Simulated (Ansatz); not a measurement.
# CH₆NSi+ (SMILES [CH2+]N[SiH3]): single points off equilibrium

One table from this session's results is given with a row withheld; the runs are named, their logs left out.

Method: single points in def2-TZVPP; program: Ansatz 0.2.0, Gaussian basis.

Cores are frozen in the correlated methods.

**The starting structure**

9 atoms, charge 1, spin multiplicity 1.

Atoms are counted from 1 here; the program's logs count them from 0.

Bond lengths: C1–N2 1.257 Å, C1–H4 1.065 Å, C1–H5 1.047 Å, N2–Si3 1.892 Å, N2–H6 1.079 Å, Si3–H7 1.458 Å, Si3–H8 1.473 Å, Si3–H9 1.459 Å. Angles: N2–C1–H4 119.6°, N2–C1–H5 121.9°, H4–C1–H5 118.3°, C1–N2–Si3 127.8°, C1–N2–H6 120.3°, Si3–N2–H6 111.9°, N2–Si3–H7 98.1°, N2–Si3–H8 102.4°, N2–Si3–H9 97.0°, H7–Si3–H8 118.0°, H7–Si3–H9 117.0°, H8–Si3–H9 117.6°.

Geometry (Å):

```xyz
9
charge 1, multiplicity 1
C    -0.8256    0.7921   -0.9312
N     0.0662    0.6185   -0.0632
Si    0.6024   -1.0098    0.7370
H    -1.3857   -0.0419   -1.2847
H    -1.0871    1.7462   -1.2736
H     0.6578    1.4516    0.2837
H     1.9696   -1.0447    0.2325
H    -0.3648   -1.9699    0.1777
H     0.4183   -0.5960    2.1238
```

The first run:

run/in.yaml

```yaml
crystal:
  periodic: [false, false, false]
  atoms:
    - {symbol: C, position_ang: [-0.825600, 0.792100, -0.931200]}
    - {symbol: N, position_ang: [0.066200, 0.618500, -0.063200]}
    - {symbol: Si, position_ang: [0.602400, -1.009800, 0.737000]}
    - {symbol: H, position_ang: [-1.385700, -0.041900, -1.284700]}
    - {symbol: H, position_ang: [-1.087100, 1.746200, -1.273600]}
    - {symbol: H, position_ang: [0.657800, 1.451600, 0.283700]}
    - {symbol: H, position_ang: [1.969600, -1.044700, 0.232500]}
    - {symbol: H, position_ang: [-0.364800, -1.969900, 0.177700]}
    - {symbol: H, position_ang: [0.418300, -0.596000, 2.123800]}
basis:
  gaussian: {orbitals: def2-TZVPP}
total_charge: 1
correlation: {method: ccsd_t}
output: {forces: true}
```

No record of the launch command was kept for these runs.

Steps of the session up to this table: CCSD(T)/def2-TZVPP; PBE0-D4/def2-TZVPP; wB97M-V/def2-TZVPP; r2SCAN-D4/def2-TZVPP; PBE-D4/def2-TZVPP; BHLYP-D4/def2-TZVPP; r2SCAN0-D4/def2-TZVPP.

One of the session's tables, all rows but one given; the rest of the session is left out.

```
    method  RMS force component (eV/Å)  angle to CCSD(T) forces (°)
   CCSD(T)                       0.873                    reference
   PBE0-D4                       0.789                         15.9
   wB97M-V                           ?                            ?
 r2SCAN-D4                       0.795                         10.4
    PBE-D4                       0.819                         11.8
  BHLYP-D4                       0.783                         23.5
r2SCAN0-D4                       0.786                         18.5
```

**Question.** Estimate the row for wB97M-V.

The run gave: RMS force component (eV/Å): 0.773; angle to CCSD(T) forces (°): 12.4. In the column «RMS force component (eV/Å)» it is the lowest.
